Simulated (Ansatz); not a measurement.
# C4H3F: the cost of one run

Program: Ansatz 0.2.0. Level of theory: RKS CAM-B3LYP-D4/def2-SVP. These are calculated values, not measurements.

## (1) Starting point

Bond lengths: C1–C2 1.190 Å, C2–C3 1.429 Å, C3–C4 1.360 Å, C4–F5 1.375 Å, C1–H6 1.091 Å, C3–H7 1.048 Å, C4–H8 1.061 Å. Angles: C1–C2–C3 178.2°, C2–C1–H6 172.8°, C2–C3–C4 118.9°, C2–C3–H7 119.4°, C4–C3–H7 121.1°, C3–C4–F5 118.4°, C3–C4–H8 128.4°, F5–C4–H8 112.5°.

As a file:

```xyz
8

C     0.0260    1.5529    1.4317
C    -0.1144    0.8591    0.4748
C    -0.2502   -0.0013   -0.6576
C     0.2549   -1.2617   -0.5886
F     0.0794   -2.0959   -1.6674
H     0.0551    2.2676    2.2560
H    -0.6079    0.3900   -1.5617
H     0.6492   -1.7679    0.2570
```

## (2) End point A

Contents of input.yaml:

```yaml
crystal:
  periodic: [false, false, false]
  atoms:
    - { symbol: C, position_ang: [0.026, 1.5529, 1.4317] }
    - { symbol: C, position_ang: [-0.1144, 0.8591, 0.4748] }
    - { symbol: C, position_ang: [-0.2502, -0.0013, -0.6576] }
    - { symbol: C, position_ang: [0.2549, -1.2617, -0.5886] }
    - { symbol: F, position_ang: [0.0794, -2.0959, -1.6674] }
    - { symbol: H, position_ang: [0.0551, 2.2676, 2.256] }
    - { symbol: H, position_ang: [-0.6079, 0.39, -1.5617] }
    - { symbol: H, position_ang: [0.6492, -1.7679, 0.257] }
basis:
  gaussian: { orbitals: def2-SVP }
hamiltonian:
  xc: cam_b3lyp
  dispersion: d4
relax:
  f_tol: 0.015
  max_steps: 40
```

Started as:

```console
ansatz run input.yaml --threads 2 --pin off --max-ram 3072MiB --backend cpu --events-out ev --progress --plain --runs-dir out
```

**Question.** How long does this run take on 2 threads of Arm Neoverse V1, shared host, and how much memory does it need?

About 20 s, with a peak of 0.18 GiB.
